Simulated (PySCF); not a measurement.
Reaction (SMILES): ClCC → [CH-](Cl)C + H+
B3LYP-D3(BJ)/def2-TZVP geometries, fixed; electronic energies without zero-point terms.

Effect of the grid level at r2SCAN/def2-SVP with PySCF, against the last row, where the deprotonation energy is 417.11 kcal/mol. The proton leaves the site shown, which need not be the most acidic. Cost is core time over that of grids.level: 0, rough, on shared machines of one kind.

```
setting         grid points, largest species  largest shift of a total energy (mEh)  shift of the deprotonation energy (kcal/mol)  cost
--------------  ----------------------------  -------------------------------------  --------------------------------------------  ----
grids.level: 0                          6896                                 71.222                                        -0.250    1×
grids.level: 1                         29040                                  1.659                                         0.001    1×
grids.level: 2                         61024                                 -0.331                                        -0.013    2×
grids.level: 3                         96160                                 -0.044                                        -0.003    3×
grids.level: 4                        164448                                  0.038                                         0.002    4×
grids.level: 5                        246704                                  0.011                                         0.001    5×
grids.level: 7                        509192                                  0.000                                         0.000   10×
```

Within 0.05 kcal/mol in the deprotonation energy: grids.level: 1; grids.level: 2; grids.level: 3; grids.level: 4; grids.level: 5. The largest shift is 71.222 mEh in a total energy and 0.250 kcal/mol in the difference.
